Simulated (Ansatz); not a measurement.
A made-up structure of C2H5Na, singlet:

| atom | x (Å) | y (Å) | z (Å) |
| --- | --- | --- | --- |
| C1 | -0.7368 | 0.3230 | -0.2410 |
| C2 | 0.6930 | -0.1169 | 0.0376 |
| Na3 | 0.9819 | -1.7580 | 1.6645 |
| H4 | -1.3658 | -0.5087 | -0.5778 |
| H5 | -0.8157 | 1.1008 | -1.0188 |
| H6 | 1.2866 | -0.9815 | 0.1917 |
| H7 | 1.1616 | -0.5097 | -0.8728 |
| H8 | 1.3048 | 0.7352 | 0.3576 |

It is relaxed with PBE-D4/def2-SVP and then PBE0-D4/def2-TZVP (Ansatz 0.2.0). Atoms count as bonded within 1.22 times the sum of their covalent radii (H–H: 0.88 Å). The end point is not checked to be a true minimum.

(1) Does its bonding change? (Judge from chemistry; the calculation decides.)

## Answers

(1) By the calculation: Yes. Formed: C1–Na3; broken: C2–Na3, Na3–H6.

Where it ends: The first stage lowers the energy by 3.85 eV in 16 steps. It ends as C₂H₅Na ([CH3][CH2][Na]):
```xyz
8
angstrom
C -0.3796 -0.2162 0.0644
C 1.0479 -0.1195 -0.4538
Na -0.6458 -0.9636 2.2539
H -0.9730 -0.8952 -0.5598
H -0.8757 0.7607 0.0172
H 1.5612 -1.0873 -0.4313
H 1.1162 0.2391 -1.4944
H 1.6582 0.5661 0.1447
```

Labels in which every atom is bracketed show which atoms are joined, not bond orders.

For scale, one of the runs: PBE0-D4/def2-TZVP relaxation, 124 basis functions, launched by `ansatz run in.yaml --threads 2 --pin off --events-out ev --progress --plain --max-ram 4352MiB`. The run took about 14 s on 2 CPU threads of an Arm Neoverse V2 (shared host).
